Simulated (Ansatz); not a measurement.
## Ansatz (development build ahead of 0.2.0) run

```yaml
crystal:
  periodic: [false, false, false]
  atoms:
    - { symbol: Na, position_ang: [0.0, 0.0, 0.0] }
    - { symbol: O, position_ang: [0.0, 4.445, 3.4108] }
    - { symbol: Al, position_ang: [0.0, -5.4988, 4.2194] }
basis:
  gaussian: { orbitals: pcseg-2 }
magnetization:
  spin_polarized: true
  initial_magnetization: 2
hamiltonian:
  xc: hf
```

The input is written out in the form of the current development build from the run's settings.

Output:

* Converged: yes
* Total energy: -478.52788 hartree
* Spin squared of the determinant: 3.012
* Stability test: minimum

Caution: the unrestricted determinant is a mixture of spin states; other spin multiplicities may lie lower.
